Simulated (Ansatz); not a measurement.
A run on BHS (`B=S`) with other settings.

```yaml
crystal:
  periodic: [false, false, false]
  atoms:
    - {symbol: B, position_ang: [-0.038631, -0.014314, 0.134807]}
    - {symbol: S, position_ang: [0.399156, 0.147542, -1.393323]}
    - {symbol: H, position_ang: [-0.360535, -0.133228, 1.258507]}
basis:
  gaussian: {orbitals: def2-mTZVP, fitting: {mean_field: cc-pVTZ-jkfit}}
hamiltonian: {xc: {name: wB97X-V}}
output: {forces: true}
```

```sh
$ ansatz run in.yaml --threads 2 --pin off --events-out ev --progress --plain --max-ram 22528MiB --backend cpu
```

Shortened log:

```
Functional definition: wB97X-V
230 factors; integrals over basis functions are off by at most 3.3e-1 eV
230 factors; integrals over basis functions are off by at most 1.2e-6 eV
mean field evaluation 1: about -11525.8475 eV, gradient 1.3e1 eV
mean field evaluation 2: about -11526.1228 eV, gradient 1.2e1 eV
mean field evaluation 4: about -11526.4736 eV, gradient 6.1e-1 eV
mean field evaluation 8: about -11526.4764 eV, gradient 4.2e-3 eV
mean field -11526.47636467 eV, -423.5901934752 hartree, gradient 5.9e-5 eV, S^2 0.000000; 0 other end points of the search recorded, 0 dependent functions left out
reference -11526.47636315 eV, -423.5901934194 hartree; 11, 11 occupied and 33, 33 virtual orbitals, 230 factors
Total energy: -11526.47636315 eV, -423.5901934194 hartree
Atom 0 at    -0.038631    -0.014314     0.134807 Å, force     0.008022     0.003226    -0.027819 eV/Å
Atom 1 at     0.399156     0.147542    -1.393323 Å, force    -0.017471    -0.006568     0.060908 eV/Å
Atom 2 at    -0.360535    -0.133228     1.258507 Å, force     0.009449     0.003342    -0.033089 eV/Å
Dipole moment:    -0.094298    -0.034862     0.329154 e Å
```

It took 0.9 s on 2 threads of an AMD EPYC 7R13 on a shared host, with 0.11 GiB of host memory at the peak.
